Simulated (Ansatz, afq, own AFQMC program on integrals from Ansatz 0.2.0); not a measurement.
**CO, quintet: AFQMC among the cluster methods**

```xyz
2

O     0.0000    0.0000    0.0000
C     0.0000    0.0000    1.1955
```

Basis 6-31G. Noble-gas cores (and the filled d shells of Ga–Kr and In–Xe) are frozen. AFQMC by an in-house program on the Cholesky factors that Ansatz 0.2.0 writes for its CCSD(T) run. ph-AFQMC/CISD is guided by a CISD state made of CCSD amplitudes; releasing the constraint for a short imaginary time cuts its bias at the price of noise, slowly where states lie close. Free projection: walkers drawn from exp(T), propagated without any constraint. Its projection time is finite, and what remains of the start isn't in its error. Error bars are statistical, one sigma.

Determinant: UHF, the one that the program's search chose, which needn't be the lowest solution. The geometry is a PBE0/def2-TZVP stationary point of this or a neighbouring charge and spin state.

Full CI on the same integrals is exact in this basis and with this determinant's frozen core.

Cautions: another spin lies lower (by 5.60 eV).

The T1 diagnostic is 0.0118, the weight of the determinant in the CISD state is 0.958 and the ⟨S²⟩ of the determinant is 6.008. The size of the correlated space is 10 electrons in 16 orbitals.

Reference: full CI, correlation energy -3.082 eV. The released energy is read at 2.40 1/Eh (meV from the phaseless value at times in 1/Eh: -1.0 ± 1.2 at 0.24, -0.9 ± 0.9 at 0.51, -1.4 ± 0.9 at 0.99, -0.3 ± 1.0 at 1.62, -1.5 ± 1.1 at 2.40).

```json
{"level": "HF", "E − E(reference) (kJ/mol)": "297.4", "share of correlation (%)": "0.00"}
{"level": "MP2", "E − E(reference) (kJ/mol)": "40.2", "share of correlation (%)": "86.48"}
{"level": "CCSD", "E − E(reference) (kJ/mol)": "4.3", "share of correlation (%)": "98.57"}
{"level": "CCSD(T)", "E − E(reference) (kJ/mol)": "1.1", "share of correlation (%)": "99.64"}
{"level": "CCSDT", "E − E(reference) (kJ/mol)": "0.4", "share of correlation (%)": "99.86"}
{"level": "CCSDT(Q)", "E − E(reference) (kJ/mol)": "0.0", "share of correlation (%)": "99.99"}
{"level": "CCSDTQ", "E − E(reference) (kJ/mol)": "0.0", "share of correlation (%)": "100.00"}
{"level": "ph-AFQMC/HF", "E − E(reference) (kJ/mol)": "1.8 ± 1.7", "share of correlation (%)": "99.38"}
{"level": "ph-AFQMC/CISD", "E − E(reference) (kJ/mol)": "0.1 ± 0.1", "share of correlation (%)": "99.96"}
{"level": "released AFQMC", "E − E(reference) (kJ/mol)": "0.0 ± 0.1", "share of correlation (%)": "100.01"}
{"level": "free AFQMC", "E − E(reference) (kJ/mol)": "0.1 ± 0.08", "share of correlation (%)": "99.96"}
```

CCSDT and higher add their correlation energy to the determinant of the CCSD(T) run, since their own runs factorise the integrals more tightly (a shift of under 2 meV). Free projections are given only where their last times agree within the noise and don't stop above the reference; a slow remainder of the start can still hide under it. A walk keeps the symmetry of its determinant, which the program's search chose and which needn't be the lowest solution, so a lower state of the same spin and another symmetry isn't excluded. Released energies are given only where the last usable release times agree within the noise; a slower fall can still hide under it.
